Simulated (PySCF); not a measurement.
## dimethylformamide: calculation and literature

Numbering as in the mapped SMILES `[CH3:1][N:2]([CH3:3])[CH:4]=[O:5]`; H(Xn) means a hydrogen on atom n.

Measured values that the calculation should reproduce: δ 13C C4 164.7; δ 1H H(C4) 7.97 ppm (measured; solution, CD3OD, 298 K; Fulmer et al., Organometallics 2010, 29, 2176).
δ 13C C4 161.9 ppm (measured; solution, toluene-d8, 298 K; Fulmer et al., Organometallics 2010, 29, 2176).
δ 13C C4 162.1 ppm (measured; solution, C6D6, 298 K; Fulmer et al., Organometallics 2010, 29, 2176).
δ 13C C4 162.8; δ 1H H(C4) 7.96 ppm (measured; solution, acetone-d6, 298 K; Fulmer et al., Organometallics 2010, 29, 2176).
δ 13C C4 162.6; δ 1H H(C4) 8.02 ppm (measured; solution, CDCl3, 298 K; Fulmer et al., Organometallics 2010, 29, 2176).
δ 13C C4 163.3; δ 1H H(C4) 7.92 ppm (measured; solution, CD3CN, 298 K; Fulmer et al., Organometallics 2010, 29, 2176). Coupling constants: 1J(C1,H(C1)) 138.0 Hz, 1J(C4,H(C4)) 191.2 Hz.

PySCF calculation with couplings computed with B3LYP/pcJ-1 (spin–dipole term only in couplings to heteroatoms), B3LYP/pcSseg-2 with gauge-including orbitals and coordinates at the PBE0-D3(BJ)/def2-SVP level; non-relativistic Hamiltonian, a single conformation, one averaged value for each set of equivalent atoms, no solvent.

Question: How close does the calculation come?

Answer: 
Reference values: measured (solution, CD3OD, 298 K; Fulmer et al., Organometallics 2010, 29, 2176).
```csv
atoms,quantity,reference,computed,"computed, scaled"
C4,δ 13C,164.7,166.6,157.2
H(C4),δ 1H,7.97,8.05,7.86
```

Reference values: measured (solution, toluene-d8, 298 K; Fulmer et al., Organometallics 2010, 29, 2176).
```json
{"atoms": "C4", "quantity": "δ 13C", "reference": "161.9", "computed": "166.6", "computed, scaled": "157.2"}
```

Reference values: measured (solution, C6D6, 298 K; Fulmer et al., Organometallics 2010, 29, 2176).
```json
{"atoms": "C4", "quantity": "δ 13C", "reference": "162.1", "computed": "166.6", "computed, scaled": "157.2"}
```

Reference values: measured (solution, acetone-d6, 298 K; Fulmer et al., Organometallics 2010, 29, 2176).
| atoms | quantity | reference | computed | computed, scaled |
| --- | --- | --- | --- | --- |
| C4 | δ 13C | 162.8 | 166.6 | 157.2 |
| H(C4) | δ 1H | 7.96 | 8.05 | 7.86 |

Reference values: measured (solution, CDCl3, 298 K; Fulmer et al., Organometallics 2010, 29, 2176).
```json
{"atoms": "C4", "quantity": "δ 13C", "reference": "162.6", "computed": "166.6", "computed, scaled": "157.2"}
{"atoms": "H(C4)", "quantity": "δ 1H", "reference": "8.02", "computed": "8.05", "computed, scaled": "7.86"}
```

Reference values: measured (solution, CD3CN, 298 K; Fulmer et al., Organometallics 2010, 29, 2176).
| atoms | quantity | reference | computed | computed, scaled |
| --- | --- | --- | --- | --- |
| C4 | δ 13C | 163.3 | 166.6 | 157.2 |
| H(C4) | δ 1H | 7.92 | 8.05 | 7.86 |

Computed shifts are σ(ref) − σ with the named reference compound (TMS for H and C) calculated as an isolated molecule at the same level. The measured values may be among those fitted. Expected solution values come from regression of measured δ (H and C: mostly CDCl3, vs TMS) on computed σ: 1H: δ = 30.47 − 0.969σ (rms 0.18 ppm, 51 shifts); 13C: δ = 169.21 − 0.955σ (rms 2.4 ppm, 41 shifts). Occasional misses reach two or three times the rms, and more in compound classes unlike the fitted ones.

Coupling constants in Hz:
```tsv
coupling	reference	computed	source
1J(C1,H(C1))	138.0	141.6	measured; liquid or solution (compiled); San Fabian, Garcia de la Vega, Suardiaz et al., Magn. Reson. Chem. 2013, 51, 775 (SI)
1J(C4,H(C4))	191.2	196.7	measured; liquid or solution (compiled); San Fabian, Garcia de la Vega, Suardiaz et al., Magn. Reson. Chem. 2013, 51, 775 (SI)
```

Question: How far are the unscaled 13C shifts from the references?

Answer: Mean signed difference +3.70 ppm, mean absolute 3.70 ppm over 6 comparisons; the largest is +4.7 ppm at C4 (amide carbonyl carbon).

Question: How far are the unscaled 1H shifts from the references?

Answer: Mean signed difference +0.08 ppm, mean absolute 0.08 ppm over 4 comparisons; the largest is +0.13 ppm at H(C4) (hydrogen on an amide carbonyl carbon).

12 of the 28 published NMR values on file for this molecule are compared. The rest: values from further sources, protons in aromatic solvents.
